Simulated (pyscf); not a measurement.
Thermochemistry of product channels of F–GeH: [singlet] + water (H₂O) on the singlet surface, in kJ/mol, from ωB97M-D3(BJ)/def2-TZVP energies (ideal gas, 1 atm, RRHO with modes under 100 cm⁻¹ raised to 100, one conformer, R ln 2 for rigid chiral ones). Structures and frequencies: ωB97X-D3(BJ)/def2-SVP in PySCF.

```csv
products,ΔE,ΔH(298 K),ΔG(600 K),ΔG(900 K)
HO–GeH: [singlet] + hydrogen fluoride (HF),___,+22.5,+29.2,___
HO–GeH₂–F,___,-144.1,-57.5,-16.1
HO–Ge:–F [singlet] + hydrogen (H₂),-111.3,-120.3,-103.7,-98.2
O=GeH–F + hydrogen (H₂),+95.3,+78.5,+97.0,+103.7
```

Question: What belongs in the gaps?

Answer: 
- HO–GeH: [singlet] + hydrogen fluoride (HF), ΔE: +23.1
- HO–GeH: [singlet] + hydrogen fluoride (HF), ΔG(900 K): +31.4
- HO–GeH₂–F, ΔE: -146.2

The channel to HO–GeH₂–F turns unfavourable between 298 and 1200 K (ΔG from -100.9 kJ/mol to +23.8 kJ/mol).

These are energies of the channels, which say nothing of barriers. Elements up to Kr have no core potential and no relativistic terms here.
